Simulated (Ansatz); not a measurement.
# UCAM-B3LYP/def2-TZVP run of BNH2Cl (SMILES N[B]Cl)

What is the energy change on altering one bond length of BNH2Cl at UCAM-B3LYP/def2-TZVP? 

The calculation is run with Ansatz 0.2.0.

61 further runs of the same task are left out: 61 set aside as unsound or not needed.

**1. Starting point**

BNH2Cl has 5 atoms, charge 0, and is taken as a doublet. As SMILES, `N[B]Cl`. Geometry: relaxed at PBE0-D4/def2-TZVP. This is one conformer, not always the lowest.

Bond lengths: N1–B2 1.376 Å, B2–Cl3 1.746 Å, N1–H4 1.005 Å, N1–H5 1.010 Å. Angles: N1–B2–Cl3 124.3°, B2–N1–H4 122.3°, B2–N1–H5 123.4°, H4–N1–H5 114.3°.

**2. A single-point energy at UCAM-B3LYP/def2-TZVP**

input.yaml

```yaml
crystal:
  periodic: [false, false, false]
  atoms:
    - {symbol: "N", position_ang: [-0.334000, 0.412100, -0.256700]}
    - {symbol: B, position_ang: [-0.098400, -0.544600, 0.704400]}
    - {symbol: Cl, position_ang: [1.343200, -1.526200, 0.784600]}
    - {symbol: H, position_ang: [-1.176700, 0.959900, -0.273100]}
    - {symbol: H, position_ang: [0.315800, 0.625100, -1.000600]}
basis:
  gaussian:
    orbitals: def2-TZVP
magnetization:
  spin_polarized: true
  initial_magnetization: 1
hamiltonian:
  xc: {name: CAM-B3LYP}
accuracy: high
output: {orbitals: {seedname: orbitals}}
```

Started as:

```bash
ansatz run input.yaml --threads 1 --pin off --max-ram 3480MiB --events-out events.jsonl --progress --plain --runs-dir runs
```

What it wrote:

```text
Warning: RAYON_NUM_THREADS=1 ignored (pool sized by the plan → 1); use --threads N
Functional definition: CAM-B3LYP
  name "CAM-B3LYP"
  parameter alpha = 0.19
  parameter beta = 0.46
  parameter omega = 0.33/bohr
  parameter ac = 0.81
  exchange = (1 - alpha - beta)*b88_x + beta*b88_x_sr(omega) + alpha*exact_x + beta*exact_x_lr(omega)
  correlation = (1 - ac)*vwn5_c + ac*lyp_c
1844 factors; integrals over basis functions are off by at most 3.6e-9 eV
349 factors; integrals over basis functions are off by at most 1.7e-9 eV
mean field evaluation 1: about -14717.2555 eV, gradient 3.7e1 eV
mean field evaluation 2: about -14715.2092 eV, gradient 4.2e1 eV
mean field evaluation 4: about -14722.3117 eV, gradient 1.2e0 eV
mean field evaluation 8: about -14722.3456 eV, gradient 6.1e-2 eV
mean field evaluation 16: about -14722.3457 eV, gradient 9.7e-5 eV
mean field -14722.34565210 eV, -541.0362235504 hartree, gradient 9.7e-8 eV, S^2 0.752644; 0 other end points of the search recorded, 0 dependent functions left out
reference -14722.34566813 eV, -541.0362241393 hartree; 16, 15 occupied and 95, 96 virtual orbitals, 1844 factors
Total energy: -14722.34566813 eV, -541.0362241393 hartree
```

It took 11 s on 1 thread of Arm Neoverse V2, shared host; peak memory 0.43 GiB.

**3. The distorted shape at the same level**

in.yaml

```yaml
crystal:
  periodic: [false, false, false]
  atoms:
    - {symbol: N, position_ang: [-0.404675, 0.699090, -0.545010]}
    - {symbol: B, position_ang: [-0.098400, -0.544600, 0.704400]}
    - {symbol: Cl, position_ang: [1.343200, -1.526200, 0.784600]}
    - {symbol: H, position_ang: [-1.247375, 1.246890, -0.561410]}
    - {symbol: H, position_ang: [0.245125, 0.912090, -1.288910]}
basis:
  gaussian: {orbitals: def2-TZVP}
accuracy: high
hamiltonian: {xc: {name: CAM-B3LYP}}
output: {orbitals: {seedname: orbitals}}
magnetization: {spin_polarized: true, initial_magnetization: 1}
```

Started as:

```bash
ansatz run in.yaml --threads 1 --pin off --max-ram 3480MiB --events-out events.jsonl --progress --plain --runs-dir runs
```

What it wrote (excerpt; [...] marks lines left out):

```text
Warning: RAYON_NUM_THREADS=1 ignored (pool sized by the plan → 1); use --threads N
[... 8 set-up lines as earlier in the session ...]
1842 factors; integrals over basis functions are off by at most 3.5e-9 eV
363 factors; integrals over basis functions are off by at most 1.5e-9 eV
mean field evaluation 1: about -14713.9356 eV, gradient 3.9e1 eV
mean field evaluation 2: about -14699.5958 eV, gradient 6.5e1 eV
mean field evaluation 4: about -14720.3793 eV, gradient 2.1e0 eV
mean field evaluation 8: about -14720.4368 eV, gradient 3.6e-1 eV
mean field evaluation 16: about -14720.4386 eV, gradient 9.0e-4 eV
mean field -14720.43864051 eV, -540.9661421671 hartree, gradient 2.1e-8 eV, S^2 0.753346; 0 other end points of the search recorded, 0 dependent functions left out
reference -14720.43865689 eV, -540.9661427690 hartree; 16, 15 occupied and 95, 96 virtual orbitals, 1842 factors
Total energy: -14720.43865689 eV, -540.9661427690 hartree
```

It took 11 s on 1 thread of Arm Neoverse V2, shared host; peak memory 0.43 GiB.

**4. Outcome**

At UCAM-B3LYP/def2-TZVP:

```
                                                         quantity          value
                                        first shape: total energy  -541.03622 Eh
                  first shape: HOMO energy (highest over α and β)       -7.19 eV
                   first shape: LUMO energy (lowest over α and β)       -0.59 eV
                                                first shape: ⟨S²⟩          0.753
                                    distorted shape: total energy  -540.96614 Eh
              distorted shape: HOMO energy (highest over α and β)       -8.03 eV
               distorted shape: LUMO energy (lowest over α and β)       -1.31 eV
                                            distorted shape: ⟨S²⟩          0.753
energy change with the N1–B2 bond stretched from 1.376 to 1.789 Å       1.907 eV
```

**Reading.** With the N1–B2 bond stretched from 1.376 to 1.789 Å the energy rises by 1.91 eV (184 kJ/mol). The first shape isn't relaxed at this level, so the change isn't measured from a minimum.
